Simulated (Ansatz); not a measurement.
A nudged elastic band was laid between two geometries of H$_{6}$NPSi (9 atoms, charge 0, multiplicity 1).

Theory: Ansatz, RKS PBE-D4/def2-TZVP.

```
movable images  : 9
climbing image  : yes
spring          : 5.0 eV/Å²
optimiser       : quadratic models (default)
start path      : through a guess of the saddle point
force threshold : 0.05 eV/Å
iteration limit : 60
end points      : relaxed
```

First end point:

```xyz
9
Properties=species:S:1:pos:R:3
Si -0.454 0.666 -0.858
N 0.875 -0.086 -0.026
P 0.776 -1.088 1.369
H -1.423 -0.368 -1.339
H 0.101 1.429 -2.019
H -1.199 1.595 0.052
H 1.824 0.076 -0.345
H -0.293 -1.964 0.968
H -0.118 -0.306 2.182
```

Last end point:

```xyz
9
Properties=species:S:1:pos:R:3
Si -0.550 0.773 -1.029
N 0.497 -0.083 0.071
P -0.114 -1.186 1.239
H -1.510 -0.189 -1.647
H 0.331 1.385 -2.070
H -1.344 1.866 -0.379
H 1.470 0.207 0.129
H 0.398 -0.629 2.463
H 0.911 -2.191 1.206
```

Question: Which bonds break or form, and what moves?

Answer: No bond is made or broken. The dihedral H7–N2–P3–H9 goes from 132 to -49°.

Question: What energy profile does the band end with?

Answer: It converged. The highest image is number 5 of 0 to 10, 0.268 eV above the first end and 0.221 eV above the last; the last end lies 0.047 eV above the first. A vibrational analysis at the climbing image gives one clearly imaginary mode, 272i cm⁻¹: a first-order saddle point.

```
image  path coordinate (Å)  energy (eV)  dihedral H7–N2–P3–H9 (°)
    0                 0.00        0.000                       132
    1                 0.67        0.011                       131
    2                 1.34        0.058                       145
    3                 2.02        0.138                       164
    4                 2.69        0.221                      -172
    5                 3.36        0.268                      -138
    6                 3.95        0.175                       -83
    7                 4.54        0.081                       -58
    8                 5.13        0.048                       -47
    9                 5.72        0.049                       -47
   10                 6.31        0.047                       -49
```

Question: What is the geometry of the highest image?

Answer: 
```xyz
9
Properties=species:S:1:pos:R:3
Si -0.459 0.914 -0.856
N 0.581 -0.221 -0.045
P 0.328 -0.745 1.608
H -1.829 0.320 -0.942
H 0.112 1.129 -2.220
H -0.595 2.241 -0.167
H 1.561 -0.209 -0.318
H 1.202 -1.885 1.561
H -0.813 -1.589 1.363
```

Question: What are the harmonic wavenumbers there?

Answer: 272i, 82, 134, 232, 584, 673, 708, 839, 886, 910, 923, 949, 954, 1037, 1190, 2126, 2160, 2177, 2251, 2282, 3511 cm⁻¹.

The band took 13 iterations and about 7 core-minutes.

Time of the run: 3.8 min on 2 threads of AMD EPYC 7R43 64-Core Processor (Zen 3) (shared host), peak memory 0.19 GiB.
